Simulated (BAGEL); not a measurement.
# CH3S− (SMILES C[S-]) at NEVPT2(14,11)/def2-TZVP (density fitting with cc-pvqz-jkfit)

Aim: the energy change on altering one bond length of CH3S− at NEVPT2(14,11)/def2-TZVP (density fitting with cc-pvqz-jkfit), from 2 runs. 

Program for the calculation: BAGEL 1.2.2.

4 further runs of the same task are left out: 4 that didn't finish. Runs told in other sessions of the task aren't counted.

## (1) Starting point

CH3S−: 5 atoms, total charge -1, spin state singlet. SMILES: `C[S-]`. The shape is that of a GFN2-xTB optimisation.

Bond lengths: C1–S2 1.805 Å, C1–H3 1.097 Å, C1–H4 1.096 Å, C1–H5 1.097 Å. Angles: S2–C1–H3 110.5°, S2–C1–H4 110.5°, S2–C1–H5 110.5°, H3–C1–H4 108.4°, H3–C1–H5 108.4°, H4–C1–H5 108.4°.

## (2) A single-point energy at NEVPT2(14,11)/def2-TZVP (density fitting with cc-pvqz-jkfit)

calc.json reads:

```json
{ "bagel" : [

{
  "title" : "molecule",
  "basis" : "def2-tzvp.json",
  "df_basis" : "cc-pvqz-jkfit",
  "angstrom" : true,
  "geometry" : [
    { "atom" : "C", "xyz" : [      -0.112660,       0.025830,       0.060890 ] },
    { "atom" : "S", "xyz" : [       1.442490,      -0.332230,      -0.782910 ] },
    { "atom" : "H", "xyz" : [      -0.264190,      -0.667200,       0.897190 ] },
    { "atom" : "H", "xyz" : [      -0.956990,      -0.075470,      -0.630950 ] },
    { "atom" : "H", "xyz" : [      -0.108640,       1.049080,       0.455770 ] }
  ]
},

{ "title" : "hf", "charge" : -1 },

{ "title" : "nevpt2", "nstate" : 1, "nact" : 11, "nclosed" : 6, "charge" : -1, "maxiter" : 200, "natocc" : true, "ncore" : 6 },

{ "title" : "print", "file" : "orbitals.molden", "orbitals" : true }

]}
```

The basis set def2-TZVP is read from a file made from the Basis Set Exchange's data (not shown).

On the command line:

```
$ BAGEL_NUM_THREADS=1 BAGEL calc.json > calc.out
```

The program printed:

```text
* using 1 threads per process

  ===============================================================
  ===============================================================

  *** Geometry ***

  { "atom" : "C", "xyz" : [     -0.212897,      0.048812,      0.115065 ] },
  { "atom" : "S", "xyz" : [      2.725911,     -0.627824,     -1.479485 ] },
  { "atom" : "H", "xyz" : [     -0.499247,     -1.260825,      1.695443 ] },
  { "atom" : "H", "xyz" : [     -1.808449,     -0.142618,     -1.192323 ] },
  { "atom" : "H", "xyz" : [     -0.205300,      1.982474,      0.861280 ] },

  Number of auxiliary basis functions:      407

  Since a DF basis is specified, we compute 2- and 3-index integrals:
    o Being stored without compression. Storage requirement is 0.024 GB

  Number of basis functions:       86
  Number of electrons      :       25

    * METHOD: MOLECULE                             0.15

  *** RHF ***

  === Nuclear Repulsion ===
    48.2243879068

      * DIIS with orbital gradients will be used.

  === RHF iteration (def2-tzvp.json) ===
      0       -437.04603821          0.01929499           0.03
      1       -437.13688466          0.00937175           0.03
      2       -437.15892304          0.00175261           0.03
      3       -437.15990339          0.00040601           0.03
      4       -437.15998532          0.00011078           0.03
      5       -437.15999182          0.00002919           0.03
      6       -437.15999238          0.00000919           0.03
      7       -437.15999245          0.00000270           0.03
      8       -437.15999246          0.00000135           0.03
      9       -437.15999246          0.00000040           0.03
     10       -437.15999246          0.00000012           0.03
     11       -437.15999246          0.00000004           0.03
     12       -437.15999246          0.00000001           0.03
    * SCF iteration converged.

    * Permanent dipole moment:
           (    1.079889,    -0.248544,    -0.585790) a.u.

    * METHOD: HF                                   0.50

    * freezing 6 orbitals
  ---------------------------
      CASSCF calculation
  ---------------------------

    * nstate   :      1
    * nclosed  :      6
    * nact     :     11
    * nvirt    :     69
  === CASSCF iteration (def2-tzvp.json) ===

    * Using the second-order algorithm

      0  0      -437.16661070     9.25e-04      1.66

      1  0      -437.20933549     2.47e-03      2.26

      2  0      -437.24355034     9.89e-04      2.39

      3  0      -437.24837763     2.48e-04      2.27

      4  0      -437.24849247     8.78e-05      2.28

      5  0      -437.24849614     2.69e-05      2.29

      6  0      -437.24849652     8.91e-06      2.30

      7  0      -437.24849659     3.33e-06      2.29

      8  0      -437.24849661     1.39e-06      2.27

      9  0      -437.24849662     6.31e-07      2.28

     10  0      -437.24849662     3.06e-07      2.28

     11  0      -437.24849662     1.55e-07      2.26

     12  0      -437.24849662     8.10e-08      2.26

     13  0      -437.24849662     4.31e-08      2.26

     14  0      -437.24849662     2.32e-08      2.27

     15  0      -437.24849662     1.26e-08      2.30

     16  0      -437.24849662     6.88e-09      2.26

    * Second-order optimization converged. *

     guess   0:   closed 1111111....          open ...........

  === FCI iteration ===

      0  0      -437.15875649     1.31e-03      0.13
      1  0      -437.23949629     4.80e-04      0.13
      2  0      -437.24760892     1.61e-04      0.13
      3  0      -437.24842217     4.57e-05      0.13
      4  0      -437.24849209     1.16e-05      0.13
      5  0      -437.24849620     3.66e-06      0.13
      6  0      -437.24849658     1.03e-06      0.13
      7  0      -437.24849662     3.14e-07      0.13
      8  0      -437.24849662     6.54e-08      0.13
      9  0      -437.24849662     1.66e-08      0.13
     10  0      -437.24849662     3.98e-09      0.13
     11  0      -437.24849662     1.06e-09      0.13
     12  0      -437.24849662     3.12e-10      0.13
     13  0 *    -437.24849662     7.66e-11      0.12

     * ci vector, state   0, <S^2> = 0.0000
       2222222....    -0.9770504718
       222222.2...     0.0877756462
       22222.2.2..     0.0624579913
       2222.22..2.     0.0620726745

  === DF-NEVPT2 calculation ===

    * Third and fourth order RDM ( 1, 1) evaluation
      will be done with 2 passes
    * 3-index integral transformation done
    * assembly done

      NEVPT2 correlation energy:   -0.2358909244      0.31

          (+0)      0.0000000000
          (+0)'     0.0000000000
          (+1)      0.0000000000
          (+1)'     0.0000000000
          (+2)      0.0000000000
          (-1)      0.0000000000
          (-1)'    -0.0551927579
          (-2)     -0.1806981666

      NEVPT2 total energy:       -437.4843875435

    * METHOD: NEVPT2                             596.02

    * METHOD: PRINT                                0.02

  ===============================================================
```

Wall time 9.9 min (1 thread of Arm Neoverse V1, shared host); peak memory 8.5 GiB.

## (3) The distorted shape

calc.json reads:

```json
{ "bagel" : [

{
  "title" : "molecule",
  "basis" : "def2-tzvp.json",
  "df_basis" : "cc-pvqz-jkfit",
  "angstrom" : "true",
  "geometry" : [
    { "atom" : "C", "xyz" : [   -1.356750,    0.312271,    0.735914 ] },
    { "atom" : "S", "xyz" : [    1.442490,   -0.332230,   -0.782910 ] },
    { "atom" : "H", "xyz" : [   -1.508280,   -0.380759,    1.572214 ] },
    { "atom" : "H", "xyz" : [   -2.201080,    0.210971,    0.044074 ] },
    { "atom" : "H", "xyz" : [   -1.352730,    1.335521,    1.130794 ] }
  ]
},
{ "title" : "hf", "charge" : -1 },
{
  "title" : "nevpt2",
  "nstate" : 1,
  "nact" : 11,
  "nclosed" : 6,
  "charge" : -1,
  "nspin" : 0,
  "maxiter" : 200,
  "natocc" : "true",
  "ncore" : 6
},
{ "title" : "print", "file" : "orbitals.molden", "orbitals" : "true" }

]}
```

The basis set def2-TZVP is read from a file made from the Basis Set Exchange's data (not shown).

On the command line:

```
$ BAGEL_NUM_THREADS=1 BAGEL calc.json > calc.out
```

The program printed:

```text
* using 1 threads per process

  ===============================================================
  ===============================================================

  *** Geometry ***

  { "atom" : "C", "xyz" : [     -2.563886,      0.590107,      1.390676 ] },
  { "atom" : "S", "xyz" : [      2.725911,     -0.627824,     -1.479485 ] },
  { "atom" : "H", "xyz" : [     -2.850236,     -0.719530,      2.971054 ] },
  { "atom" : "H", "xyz" : [     -4.159438,      0.398677,      0.083288 ] },
  { "atom" : "H", "xyz" : [     -2.556289,      2.523769,      2.136891 ] },

  Number of auxiliary basis functions:      407

  Since a DF basis is specified, we compute 2- and 3-index integrals:
    o Being stored without compression. Storage requirement is 0.024 GB

  Number of basis functions:       86
  Number of electrons      :       25

    * METHOD: MOLECULE                             0.15

  *** RHF ***

  === Nuclear Repulsion ===
    31.9404727079

      * DIIS with orbital gradients will be used.

  === RHF iteration (def2-tzvp.json) ===
      0       -436.91596799          0.01788695           0.03
      1       -436.99470880          0.00825072           0.03
      2       -437.01272207          0.00259222           0.03
      3       -437.01491714          0.00085201           0.03
      4       -437.01534522          0.00011590           0.03
      5       -437.01536289          0.00005686           0.03
      6       -437.01536631          0.00002260           0.03
      7       -437.01536689          0.00000728           0.03
      8       -437.01536692          0.00000223           0.03
      9       -437.01536693          0.00000067           0.03
     10       -437.01536693          0.00000022           0.03
     11       -437.01536693          0.00000004           0.03
     12       -437.01536693          0.00000001           0.03
     13       -437.01536693          0.00000001           0.03
    * SCF iteration converged.

    * Permanent dipole moment:
           (    0.139261,    -0.031964,    -0.075413) a.u.

    * METHOD: HF                                   0.57

    * freezing 6 orbitals
  ---------------------------
      CASSCF calculation
  ---------------------------

    * nstate   :      1
    * nclosed  :      6
    * nact     :     11
    * nvirt    :     69
  === CASSCF iteration (def2-tzvp.json) ===

    * Using the second-order algorithm

      0  0      -437.07239980     7.41e-03      2.57

      1  0      -437.11161883     2.90e-03      3.23

      2  0      -437.14859748     1.25e-03      3.12

      3  0      -437.15389933     3.26e-04      3.17

      4  0      -437.15407835     1.35e-04      3.19

      5  0      -437.15409095     5.01e-05      3.25

      6  0      -437.15409265     1.93e-05      3.28

      7  0      -437.15409290     7.61e-06      3.30

      8  0      -437.15409295     3.03e-06      3.26

      9  0      -437.15409295     1.21e-06      3.25

     10  0      -437.15409295     4.85e-07      3.25

     11  0      -437.15409295     1.94e-07      3.24

     12  0      -437.15409295     7.78e-08      3.25

     13  0      -437.15409295     3.12e-08      3.20

     14  0      -437.15409295     1.25e-08      3.19

     15  0      -437.15409295     5.01e-09      3.20

    * Second-order optimization converged. *

     guess   0:   closed 1111111....          open ...........

  === FCI iteration ===

      0  0      -436.99701871     1.29e-03      0.14
      1  0      -437.12123668     6.96e-04      0.13
      2  0      -437.14919127     3.00e-04      0.13
      3  0      -437.15324058     1.32e-04      0.13
      4  0      -437.15400589     4.53e-05      0.13
      5  0      -437.15408567     1.36e-05      0.14
      6  0      -437.15409226     4.24e-06      0.14
      7  0      -437.15409289     1.29e-06      0.14
      8  0      -437.15409295     3.45e-07      0.14
      9  0      -437.15409295     1.29e-07      0.13
     10  0      -437.15409295     5.13e-08      0.13
     11  0      -437.15409295     1.51e-08      0.14
     12  0      -437.15409295     4.04e-09      0.14
     13  0      -437.15409295     1.39e-09      0.14
     14  0      -437.15409295     5.98e-10      0.14
     15  0      -437.15409295     3.11e-10      0.13
     16  0      -437.15409295     3.94e-10      0.14
     17  0      -437.15409295     3.34e-10      0.14
     18  0      -437.15409295     1.36e-10      0.14
     19  0 *    -437.15409295     3.92e-11      0.13

     * ci vector, state   0, <S^2> = 0.0000
       2222222....     0.8692663765
       222222.2...    -0.4563668546
       22222.2.2..    -0.0577027298
       2222.22..2.    -0.0574406923

  === DF-NEVPT2 calculation ===

    * Third and fourth order RDM ( 1, 1) evaluation
      will be done with 2 passes
    * 3-index integral transformation done
    * assembly done

      NEVPT2 correlation energy:   -0.2270377422      0.35

          (+0)      0.0000000000
          (+0)'     0.0000000000
          (+1)      0.0000000000
          (+1)'     0.0000000000
          (+2)      0.0000000000
          (-1)      0.0000000000
          (-1)'    -0.0598701770
          (-2)     -0.1671675652

      NEVPT2 total energy:       -437.3811306957

    * METHOD: NEVPT2                             651.76

    * METHOD: PRINT                                0.02

  ===============================================================
```

Run time: 11 min. Hardware: 1 thread of Arm Neoverse V1, shared host; peak memory 8.5 GiB.

## (4) What came out

At NEVPT2(14,11)/def2-TZVP (density fitting with cc-pvqz-jkfit), 6 core orbitals frozen:

| quantity | value |
| --- | --- |
| first shape: total energy | -437.48439 Eh |
| distorted shape: total energy | -437.38113 Eh |
| energy change with the C1–S2 bond stretched from 1.805 to 3.249 Å | 2.810 eV |

What this shows: With the C1–S2 bond stretched from 1.805 to 3.249 Å the energy rises by 2.81 eV (65 kcal/mol). The first shape isn't relaxed at this level, so the change isn't measured from a minimum.
